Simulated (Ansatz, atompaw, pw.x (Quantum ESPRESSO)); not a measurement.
# lithium (Li): one change to the PAW (atompaw) potential, in the atom and in the diamond crystal

| Quantity | Value |
| --- | --- |
| Element | Li (Z = 3) |
| Generator | atompaw 4.2.0.5 |
| Type | PAW |
| Functional | PBEsol |
| Relativity | scalar-relativistic |
| Frozen core | [He] |
| Valence charge | 1 |
| Reference configuration | 2s1 2p0 |
| Partial waves | 2s (bound): rc 3.00 bohr; 2s channel at 0.15 Ry: rc 3.00 bohr; 2p (bound, empty): rc 3.00 bohr; 2p channel at 0.45 Ry: rc 3.00 bohr |
| Local potential | bessel scheme, radius 2.25 bohr |
| Core correction | smooth core density matched at 2.00 bohr |
| Augmentation charge | besselshape compensation charge, radius 2.55 bohr; PAW radius 3.00 bohr; waves and projectors: custom polynom vanderbiltortho |

Change: local potential bessel scheme, radius 2.80 bohr.

Cutoffs, loose and tight: the cutoffs (Ry, on a coarse ladder) from which the occupation-weighted sum of valence levels, in a spherical-Bessel basis at the reference potential, stays within 10 and 1 mRy of its value at 400 Ry. They see the waves and projectors alone, not the compensation charge or the core.

Crystal test: diamond Li in pw.x 7.5, no spin, 8³ k-points, Fermi–Dirac smearing 0.01 Ry, cutoffs set for each file from its atomic test. The reference is all-electron LAPW (Ansatz 0.2.0) with the same functional, mesh and smearing; V0 and B0 come from Birch–Murnaghan fits to the pressures at five volumes. Errors are pseudo minus all-electron; Δ is the rms difference of the E(V) curves that follow from these fits, minima aligned, over ±6 % about the mean V0. Mesh and smearing are coarse, so the numbers serve the comparison and aren't converged zero-temperature values; the lattice is a test structure that the element need not adopt.

All-electron: a0 = 5.914 Å (V0 = 25.86 Å³/atom), B0 = 5.4 GPa.

Problem. Does the change bring the crystal closer to the all-electron result?

Solution. The mean pressure error goes from +0.05 to +0.11 GPa, so the change moves the solid further from the all-electron pressures.

| quantity | base | changed |
| --- | --- | --- |
| outcome (atom) | generated | generated |
| cutoff, loose (atom) | 6 Ry | 6 Ry |
| cutoff, tight (atom) | 6 Ry | 6 Ry |
| bound ghosts (atom) | none | none |
| cutoffs in pw.x (Ry) | 40/400 | 40/400 |
| a0 (Å) | 5.933 | 5.952 |
| a0 error (%) | +0.32 | +0.64 |
| B0 error (%) | +0.6 | +1.4 |
| Δ (meV/atom) | 0.3 | 0.6 |
| mean pressure error (GPa) | +0.05 | +0.11 |

Base: The largest radius (3.00 bohr) exceeds half the bond length (2.42 bohr), so the spheres overlap, which is one possible source of error among others. Changed file: The largest radius (3.00 bohr) exceeds half the bond length (2.42 bohr), so the spheres overlap, which is one possible source of error among others. This is a poor potential for the solid. The atomic cutoffs weigh occupied waves only.
